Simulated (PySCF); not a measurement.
Species: FH4NSi.
Numbering: `[NH2:1][SiH2:2][F:3]` (hydrogens: H4, H5 on N1; H6, H7 on Si2)

Method: MP2 and CCSD/aug-cc-pVDZ in PySCF, restricted Hartree–Fock reference, 7 core orbitals frozen, non-relativistic, gas phase, PBE0-D3(BJ)/def2-SVP geometry.

E(HF) = -445.25873 Eh.

Problem. How large is the problem?

Solution. 109 basis functions and 34 electrons; 7 orbitals frozen, which leaves o = 10 correlated occupied and v = 92 virtual orbitals. That is o·v = 920 singles and o·v(o·v + 1)/2 = 423660 distinct closed-shell doubles amplitudes before symmetry; the costliest CCSD step grows as o²v⁴ = 7.2 × 10^9.

Problem. What are the MP2 and CCSD correlation energies?

Solution. MP2 -0.4965 Eh and CCSD -0.5241 Eh, which gives totals of -445.75525 and -445.78287 Eh. That is 0.713 eV for each correlated electron at CCSD (1376 kJ/mol in all, 0.118 % of the total energy); MP2 gives 94.7 % of the CCSD value.

Problem. What is the T1 diagnostic?

Solution. 0.0128, below the customary warning level of 0.02. It is the norm of the spatial-orbital singles amplitudes over the root of the number of correlated electrons, so the norm is 0.057.

Problem. How does correlation change the dipole moment?

Solution. HF gives 1.96 D and CCSD (unrelaxed density) 1.90 D, a change of -0.06 D.

Connected triples and the basis-set limit are missing.

The job also held the EOM ionisation and excitation roots. Hardware: an Arm Neoverse V2 with one thread, no GPU (shared host). Cost: 6.0 min.

Conformer computed: `[NH2:1][SiH2:2][F:3]`: H–N1–Si2–F3 -76°, H–N1–Si2–F3 76°.

One conformer stands for the species.
